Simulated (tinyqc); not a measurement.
Inside a calculation. Method: harmonic frequencies on the RHF/sto-3g surface (energies and gradients from PySCF), for LiH, spin multiplicity 1. Computed by tinyqc, a small Python program that keeps every step (integrals from PySCF). Settings: charge = 0, multiplicity = 1, basis = sto-3g, delta = 0.002. Command: `OMP_NUM_THREADS=1 python tinyqc.py 25758 25759 out.jsonl` (the two numbers bound the seeds that draw the settings). One thread of a shared host (Intel(R) Xeon(R) Processor @ 2.60GHz), about 0.9 s of CPU time with the checks.

## One row of the Hessian: 2Hz

optimised positions (bohr):
```
            x         y         z
1Li  0.000000  0.000000  0.219410
2H   0.000000  0.000000  3.074382
```

gradient at +delta (hartree/bohr):
```
              x           y            z
1Li  0.00000000  0.00000000  -0.00022653
2H   0.00000000  0.00000000   0.00022653
```

gradient at -delta (hartree/bohr):
```
              x           y            z
1Li  0.00000000  0.00000000   0.00023835
2H   0.00000000  0.00000000  -0.00023835
```

Displace 2Hz by +/-0.002 bohr; H(k, :) = (g(+) - g(-)) / (2 delta).

row of the Hessian (hartree/bohr^2): 1Lix 0.00000000, 1Liy 0.00000000, 1Liz -0.11621926, 2Hx 0.00000000, 2Hy 0.00000000, 2Hz 0.11621926

## Hessian by finite differences

All rows are made in the same way, and the matrix is symmetrised.

Hessian (symmetrised) (hartree/bohr^2), lower triangle:
```
             1Lix         1Liy         1Liz          2Hx          2Hy         2Hz
1Lix  -0.00000192
1Liy   0.00000000  -0.00000192
1Liz   0.00000000   0.00000000   0.11621926
2Hx    0.00000192   0.00000000   0.00000000  -0.00000192
2Hy    0.00000000   0.00000192   0.00000000   0.00000000  -0.00000192
2Hz    0.00000000   0.00000000  -0.11621926   0.00000000   0.00000000  0.11621926
```

## Normal modes

masses (u): 1Li 7.016004, 2H 1.007825

Diagonalise H_ij / sqrt(m_i m_j); the 5 smallest eigenvalues belong to translations and rotations; wavenumber = sqrt(eigenvalue / 1822.888) x 219474.63; each mode has its largest component positive (the first on a tie); zero-point energy = sum of wavenumbers / 2, with 349.755 1/cm per kcal/mol.

eigenvalues of the mass-weighted Hessian (hartree/(bohr^2 u)): -0.000002  -0.000002  0.000000  0.000000  0.000000  0.131882

harmonic wavenumbers of the vibrations (1/cm): 1866.8

mass-weighted modes:
```
         mode 1
1Lix   0.000000
1Liy   0.000000
1Liz  -0.354407
2Hx    0.000000
2Hy    0.000000
2Hz    0.935091
```

zero-point energy = 2.668718 kcal/mol
